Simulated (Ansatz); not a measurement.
Relaxation of C2H7NS (11 atoms, charge 0, multiplicity 1), to a largest force component of 0.02 eV/Å in at most 50 steps.

Level of theory: Ansatz, RKS CAM-B3LYP-D4/def2-SVP.

```xyz
11
Properties=species:S:1:pos:R:3:forces:R:3
C -0.543 1.418 0.102 -2.13 2.11 -0.34
N -0.480 0.109 0.611 2.48 -0.34 0.30
C 0.475 -0.657 -0.139 2.44 0.36 2.17
S 0.509 -2.370 0.412 -2.54 0.08 2.14
H -1.328 2.012 0.658 0.72 -0.41 -0.17
H -0.921 1.481 -0.956 0.49 -0.06 0.12
H 0.387 2.002 0.170 0.18 -0.32 0.09
H -1.334 -0.351 0.536 -2.26 -0.83 0.01
H 1.521 -0.260 0.100 -1.17 -0.11 -0.57
H 0.316 -0.635 -1.179 -0.26 0.17 -2.05
H 1.464 -2.806 -0.295 2.04 -0.67 -1.69
```

Where does it end, and by what steps?

It converged. After 6 steps the energy has fallen by 0.465 eV; H11 moved furthest, 0.38 Å.

```json
{"step": "0", "energy less start (eV)": "0.0000", "largest force component (eV/Å)": "2.537", "accepted": "yes"}
{"step": "1", "energy less start (eV)": "-0.3869", "largest force component (eV/Å)": "0.833", "accepted": "yes"}
{"step": "2", "energy less start (eV)": "-0.4200", "largest force component (eV/Å)": "0.932", "accepted": "yes"}
{"step": "3", "energy less start (eV)": "-0.4136", "largest force component (eV/Å)": "0.649", "accepted": "no"}
{"step": "4", "energy less start (eV)": "-0.4618", "largest force component (eV/Å)": "0.075", "accepted": "yes"}
{"step": "5", "energy less start (eV)": "-0.4647", "largest force component (eV/Å)": "0.040", "accepted": "yes"}
{"step": "6", "energy less start (eV)": "-0.4649", "largest force component (eV/Å)": "0.010", "accepted": "yes"}
```

```xyz
11
Properties=species:S:1:pos:R:3
C -0.595 1.464 0.112
N -0.463 0.090 0.537
C 0.571 -0.643 -0.136
S 0.734 -2.273 0.678
H -1.421 1.944 0.657
H -0.782 1.593 -0.975
H 0.324 2.023 0.354
H -1.347 -0.410 0.472
H 1.515 -0.083 -0.042
H 0.395 -0.806 -1.220
H 1.133 -2.954 -0.415
```

Time of the run: 14 s on 2 threads of Intel(R) Xeon(R) Platinum 8488C (Sapphire Rapids), with other jobs on the host, peak memory 0.24 GiB.
